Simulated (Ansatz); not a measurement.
## Phonon frequency of some cubic carbides

Method: PBE (Ansatz, an electronic-structure program, plane waves, PAW). References are measured values at room or unstated temperature, uncorrected unless marked, so that the deviations hold thermal and zero-point effects besides the level's error. The table is a random draw of 6 from 15 values with such references.

Values in cm⁻¹.

```tsv
solid	reference	PBE	deviation (%)
rock-salt NbC (X TO)	574	538	-6.3
3C-SiC (X LA)	640	622	-2.8
rock-salt NbC (L TA)	133	105	-21
3C-SiC (L TA)	266	259	-2.6
3C-SiC (X LO)	829	?	?
rock-salt NbC (X LO)	594	576	-3.0
```

### Question
Estimate the withheld PBE value.

### Answer
The deviations of the other rows run from -21 % to -2.6 %, with a median of -3.0 %; carried to the reference 829 it gives 804 cm⁻¹. The run gives 804 cm⁻¹ (-3.0 %), 0.0 % from the estimate; the row was drawn at random, and such an estimate is rough. Over these 6 values the mean deviation is -6.5 %, the mean absolute deviation 6.5 % (median 3.0 %), and the worst case rock-salt NbC (L TA) at -21 %; the value is too low in 6 of 6 cases. Over all 15, from unrounded values, the mean deviation is -5.4 % and the mean absolute deviation 5.4 % (median 3.0 %).

Differences are worked out from the printed values.

Each level is taken at its own relaxed cell. Ansatz's density-functional and Hartree–Fock values are scalar-relativistic unless marked +SOC, with PAW data made under PBE.

Ansatz's runs of these crystals have no spin polarisation.

Of the class's solids with a reference value and a result at some level, none was set aside. Solids without a released value at any level aren't counted. Layered and molecular crystals are counted apart.

References as tabulated in Savrasov (1996), arXiv:cond-mat/9604125; Wang et al. (1996), arXiv:mtrl-th/9510002.
